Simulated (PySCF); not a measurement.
Molecule: SMILES Cn1ccnc1, C$_{4}$H$_{6}$N$_{2}$.

Bonds (- single, = double, # triple, : aromatic): C1-N2 1.439 Å, N2:C3 1.373 Å, C3:C4 1.376 Å, C4:N5 1.365 Å, N5:C6 1.309 Å, C6:N2 1.362 Å. C1 carries H7, H8, H9; C3 carries H10; C4 carries H11; C6 carries H12.

Geometry PBE0-D3(BJ)/def2-SVP throughout; GIAO in PySCF 2.14.0 with density-fitted response routines, gas phase, one conformer, non-relativistic; equivalent atoms averaged; basis pcSseg-2.

**Question.** How do the shifts δ (against TMS, NH3 at the same level) depend on the functional? (a selection of nuclei; ppm; last column core-seconds on 1 thread of an Arm Neoverse V2, shared host; the GGAs took longer than the global hybrids here, which isn't the general rule, and the cause wasn't traced)

**Answer.** 
```tsv
functional	kind	C6	C4	C1	N5	N2	H11	H12	H10	H7/H8/H9	core-s
KT2	GGA	134.1	131.5	33.8	285.7	180.4	7.19	7.08	6.91	3.65	43
KT3	GGA	132.7	130.2	34.1	282.9	178.1	7.18	7.10	6.88	3.63	43
B97-D	GGA	137.9	135.9	34.5	293.5	184.2	7.18	7.09	6.85	3.62	44
B3LYP	global hybrid	144.8	142.0	34.1	308.7	189.2	7.26	7.15	6.92	3.60	30
PBE0	global hybrid	144.7	141.5	34.0	305.0	186.2	7.30	7.20	6.96	3.57	29
mPW1PW91	global hybrid	144.9	141.7	34.2	305.3	185.9	7.29	7.19	6.94	3.56	29
```

**Question.** Which nucleus among those listed moves most, in ppm?

**Answer.** N5 (pyridine-type nitrogen of an azole): from 282.9 ppm with KT3 to 308.7 ppm with B3LYP. The smallest spread is 0.10 ppm, at H7/H8/H9. Proton shifts span only some 12 ppm, so a few tenths of a ppm matter as much there as several ppm in carbon.
